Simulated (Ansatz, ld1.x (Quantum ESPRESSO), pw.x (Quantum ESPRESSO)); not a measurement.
## From atom to crystal: RRKJ potential for scandium

```
Element                 : scandium (Sc)
Generator               : ld1.x (Quantum ESPRESSO) 7.5
Type                    : norm-conserving RRKJ (Kleinman–Bylander form)
Functional              : LDA (PW92)
Relativity              : scalar-relativistic
Frozen core             : [Ar]
Valence charge          : 3
Reference configuration : 3d1 4s1.75 4p0 (charge +0.25)
Partial waves           : 4p (bound, empty): rc 2.65 bohr; 3d (bound): rc 2.65 bohr; 4s (bound): rc 2.40 bohr
Local potential         : the s channel
Core correction         : Bessel-smoothed model core inside 1.30 bohr
rho0                    : 0.01
```

Atomic tests: cutoffs needed: 21 Ry and 25 Ry (the cutoffs (Ry, on a coarse ladder) from which the occupation-weighted sum of valence levels, in a spherical-Bessel basis at the reference potential, stays within 10 and 1 mRy of its value at 400 Ry); ghost test: no extra level below or beside the all-electron valence levels (p, d, s, f tested) (spherical-Bessel basis up to 400 Ry, 20 bohr box); largest excitation error: +140 meV (all-electron minus pseudo) for 3d0 4s2 4p0, out of 7 test configurations.

Crystal test: bcc Sc in pw.x 7.5, no spin, 13³ k-points, Fermi–Dirac smearing 0.01 Ry, cutoffs 50/200 Ry. The reference is all-electron LAPW (Ansatz 0.2.0) with the same functional, mesh and smearing; V0 and B0 come from Birch–Murnaghan fits to the pressures at five volumes. Errors are pseudo minus all-electron; Δ is the rms difference of the E(V) curves that follow from these fits, minima aligned, over ±6 % about the mean V0. Mesh and smearing are coarse, so the numbers serve the comparison and aren't converged zero-temperature values; the lattice is a test structure that the element need not adopt.

All-electron: a0 = 3.574 Å (V0 = 22.83 Å³/atom), B0 = 58.1 GPa.

Question: How far does the potential miss the all-electron equation of state?

Answer: mean pressure error (GPa): +3.78. The pressure does not cross zero within the volumes sampled, so no fit is given. This is a poor potential for the solid.

```
V (Å³/atom)  P all-electron (GPa)  P pseudo (GPa)
     21.672                  3.26            7.73
     22.243                  1.56            5.65
     22.813                  0.03            3.77
     23.383                 -1.35            2.08
     23.954                 -2.60            0.55
```

Question: At the middle volume, how do free energy and pressure move when the wave cutoff is lowered (ecutrho kept at four times it)?

Answer:

| cutoff (Ry) | shift of F (meV/atom) | shift of P (GPa) |
| --- | --- | --- |
| 22 | +56.5 | -3.26 |
| 30 | +6.8 | -0.01 |
| 40 | +0.7 | -0.01 |

The run at the middle volume (84 k-points, 14 iterations) took about 15 s on one core of a shared host (Neoverse-V1, 32 threads, 247 GiB, load 18).
